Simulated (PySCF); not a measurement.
# Electric field gradients and quadrupole coupling constants

Compound: C5H9S (charge -1).
Cartesian coordinates in Å at the GFN2-xTB level; atoms count from 1:
```
atom  x, y, z in Å
S1     2.6055   -0.4413   -1.3950
C2     1.9994    0.1939    0.1834
C3     0.6069    0.8195    0.0608
C4    -0.3882   -0.2051   -0.4182
C5    -1.8587    0.0739   -0.3838
C6    -1.2617   -0.9388    0.5500
H7     1.9669   -0.6273    0.9144
H8     2.7045    0.9507    0.5582
H9     0.6610    1.6326   -0.6710
H10    0.2899    1.2436    1.0247
H11    0.0054   -0.7638   -1.2606
H12   -2.4796   -0.2767   -1.1966
H13   -2.1901    1.0141    0.0366
H14   -1.1944   -0.6821    1.5989
H15   -1.4712   -1.9852    0.3763
```

Field gradients from the PBE0/pcSseg-1 density (PySCF, non-relativistic), principal values in atomic units, ordered |Vxx| ≤ |Vyy| ≤ |Vzz|:

```json
{"atom": "S1", "Vxx": "-1.3522", "Vyy": "-1.5380", "Vzz": "2.8903"}
```

Q: Find the asymmetry η = (Vxx − Vyy)/Vzz and the couplings χ = eQV/h (234.96 MHz × Q in barn × V in au), with Q(33S) = −0.0678 b.

A: 
```json
{"atom": "S1", "environment": "thiolate sulfur", "nucleus": "33S", "η": "0.06", "χzz (MHz)": "-46.04", "χxx (MHz)": "21.54", "χyy (MHz)": "24.50"}
```

Q: What is Vzz at S1 in SI units (1 au = 9.71736 × 10²¹ V/m²)?

A: 2.8903 au = 28.086 × 10²¹ V/m².

Q: What couplings would deuterons (Q(2H) = 0.00286 b) have in place of the hydrogens, at this geometry?

A: 
```tsv
atom	bonded to	bond length (Å)	Vzz (au)	η	χzz (kHz)
H7	C2	1.100	0.3013	0.03	202
H8	C2	1.100	0.3018	0.03	203
H9	C3	1.095	0.3023	0.03	203
H10	C3	1.100	0.2995	0.03	201
H11	C4	1.085	0.3054	0.04	205
H12	C5	1.081	0.3357	0.08	226
H13	C5	1.082	0.3338	0.08	224
H14	C6	1.082	0.3330	0.08	224
H15	C6	1.081	0.3350	0.08	225
```

Geometry: GFN2-xTB, one conformer, isolated ion. The pcSseg-1 basis has no diffuse functions, a weakness for an anion. The HOMO energy is positive at this level (+0.55 eV), so the outermost electrons may be held by the finite basis alone. GFN2-xTB bond lengths can be off by several hundredths of an ångström, more for odd bonds, and the gradients follow them. With a basis this small, the couplings can be 20 % off.
